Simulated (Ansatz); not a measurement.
Energy needed to pull apart CH₃FSi, singlet, into free ground-state atoms, from the structure below (displaced at random from a GFN2-xTB minimum); no zero-point or spin–orbit terms; open-shell atoms are treated unrestricted, in their ground-state multiplicity.

```
6
angstrom
C -0.5144 0.3950 -0.3195
Si 0.5515 -0.6971 1.3825
F 1.3448 -1.6326 0.2942
H -1.1873 1.3999 0.3387
H 0.4478 0.8262 -0.9486
H -0.7658 -0.2483 -1.0799
```

Program: Ansatz 0.2.0. Basis: def2-TZVPP. Cores are frozen in the correlated methods. B3LYP uses VWN-RPA correlation.

```json
{"method": "PBE-D4", "atomization energy (kJ/mol)": "?"}
{"method": "r2SCAN-D4", "atomization energy (kJ/mol)": "1973"}
{"method": "PBE0-D4", "atomization energy (kJ/mol)": "?"}
{"method": "B3LYP-D4", "atomization energy (kJ/mol)": "1982"}
{"method": "CAM-B3LYP-D4", "atomization energy (kJ/mol)": "1981"}
{"method": "wB97M-V", "atomization energy (kJ/mol)": "1988"}
{"method": "HF", "atomization energy (kJ/mol)": "1377"}
{"method": "MP2", "atomization energy (kJ/mol)": "1948"}
{"method": "CCSD", "atomization energy (kJ/mol)": "1889"}
{"method": "CCSD(T)", "atomization energy (kJ/mol)": "1924"}
```

Q: What does PBE0-D4 give? (Judge from chemistry; the value comes from the calculation.)

A: Computed: 1961 kJ/mol, which is about 37 kJ/mol more than CCSD(T)/def2-TZVPP.

Q: What does PBE-D4 give? (An estimate is asked for; the value comes from the calculation.)

A: The calculation gives: 2027 kJ/mol, which is about 103 kJ/mol more than CCSD(T)/def2-TZVPP.

In triple zeta the MP2 and coupled-cluster atomization energies are still short of their basis limit by a few kcal/mol a bond, whereas those of the functionals are nearly converged, so these differences are not deviations from converged CCSD(T).

No T1 diagnostic of these runs exceeds 0.016. The restricted Hartree–Fock reference is unstable towards an unrestricted one here.

For scale, one of the runs: CCSD(T)/def2-TZVPP forces, 146 basis functions (an equivalent command: `ansatz run in.yaml --threads 4`). Hardware: 4 CPU threads, shared host. Wall time 40 s; peak host memory 1.6 GiB.
